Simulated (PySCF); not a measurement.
Gas-phase reaction: 2 P + 2 H + 3 O2 ⇌ 2 HPO3

Energies from PySCF (xtb for GFN2), thermal terms from the rigid-rotor harmonic-oscillator model, ideal gas at 1 bar. † marks an energy on the PBE0/def2-TZVP geometry and frequencies; other levels use their own. MP2 and CCSD(T) freeze the core. 6-31G* has spherical d functions here. Open shells (unrestricted): P (multiplicity 4), H (multiplicity 2), O2 (multiplicity 3); the rest are closed-shell singlets. GFN2 has no spin-polarisation term. HPO3: computed as isolated molecules; such fragments, hydroxides, amides, oligomers or adducts are transient or little studied in the gas. MP2 isn't extrapolated to the basis-set limit. CCSD(T) isn't extrapolated to the basis-set limit.

```
level                ΔH°(298 K), kJ
-------------------  --------------
CCSD(T)/def2-TZVPP†           -2360
GFN2-xTB                          …
HF/6-31G*                         …
HF/def2-TZVP†                 -1800
M06-2X/def2-TZVP†                 …
MP2/def2-TZVPP†               -2464
PBE0/def2-TZVP                -2322
ωB97M-V/def2-TZVP†            -2441
ωB97X-V/def2-TZVP†                …
```

Fill in the missing entries.


- GFN2-xTB, ΔH°(298 K), kJ: -3422
- HF/6-31G*, ΔH°(298 K), kJ: -1547
- M06-2X/def2-TZVP†, ΔH°(298 K), kJ: -2433
- ωB97X-V/def2-TZVP†, ΔH°(298 K), kJ: -2391
